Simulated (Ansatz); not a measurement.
# AlH3: small, medium and large basis sets

How large a basis does AlH3 need? Two functionals and correlated methods are run in growing sets.

Program: Ansatz 0.2.0, Gaussian basis. Level of theory: one geometry, several basis sets. These are calculated values, not measurements.

The runs, in order: PBE0-D4/def2-SVP; ωB97M-V/def2-SVP; PBE0-D4/def2-QZVPP; ωB97M-V/def2-QZVPP; CCSD(T)/cc-pV(D+d)Z; CCSD(T)/cc-pV(T+d)Z; CCSD(T)/cc-pV(Q+d)Z; the functionals' def2-TZVPP values are taken from earlier runs.

**1. Structure used throughout**

All runs share one geometry, relaxed beforehand with PBE0-D4 in a triple-zeta def2 set.

SMILES `[AlH3]`, 4 atoms, charge 0, spin multiplicity 1.

Atoms are counted from 1 here; the program's logs count them from 0.

Bond lengths: Al1–H2 1.586 Å, Al1–H3 1.586 Å, Al1–H4 1.586 Å. Angles: H2–Al1–H3 120.0°, H2–Al1–H4 120.0°, H3–Al1–H4 120.0°.

**2. PBE0-D4 in def2-SVP**

Input file in.yaml:

```yaml
crystal:
  periodic: [false, false, false]
  atoms:
    - {symbol: Al, position_ang: [0.013734, -0.014817, -0.005118]}
    - {symbol: H, position_ang: [0.633214, 0.670863, 1.283643]}
    - {symbol: H, position_ang: [-1.340838, -0.832004, 0.105076]}
    - {symbol: H, position_ang: [0.749390, 0.115658, -1.403901]}
basis:
  gaussian: {orbitals: def2-SVP}
hamiltonian: {xc: pbe0, dispersion: d4}
output: {orbitals: {seedname: orbitals}}
```

Further steps of the session: ωB97M-V in def2-SVP; PBE0-D4 in def2-QZVPP; ωB97M-V in def2-QZVPP; CCSD(T) in cc-pV(D+d)Z; CCSD(T) in cc-pV(T+d)Z; CCSD(T) in cc-pV(Q+d)Z.

**Question.** What will the summary of the whole plan be? Wanted: MP2 correlation recovered, cc-pV(D+d)Z; MP2 correlation recovered, cc-pV(T+d)Z; MP2 correlation recovered, cc-pV(Q+d)Z; CCSD(T) limit from def2 sets; PBE0-D4: double and triple zeta above quadruple; ωB97M-V: double and triple zeta above quadruple.

The runs gave:

| quantity | value |
| --- | --- |
| MP2 correlation recovered, cc-pV(D+d)Z | 73.5 % |
| MP2 correlation recovered, cc-pV(T+d)Z | 89.7 % |
| MP2 correlation recovered, cc-pV(Q+d)Z | 95.7 % |
| CCSD(T) limit from def2 sets (earlier runs) less the limit of this series | -23 meV |
| PBE0-D4: double and triple zeta above quadruple | 2.59, 0.21 eV |
| ωB97M-V: double and triple zeta above quadruple | 2.63, 0.21 eV |

For PBE0-D4 the step from double to triple zeta gains 2.37 eV and the next only 0.21 eV. Correlation climbs from 74 % (cc-pV(D+d)Z) to 96 % (cc-pV(Q+d)Z) of the limit; Hartree-Fock is 0.024 eV from its own by then. A limit from the def2 sets, made apart, differs by 23 meV, a least measure of the doubt on such a limit. Total energies overstate the basis error of differences, where much of it tends to cancel.
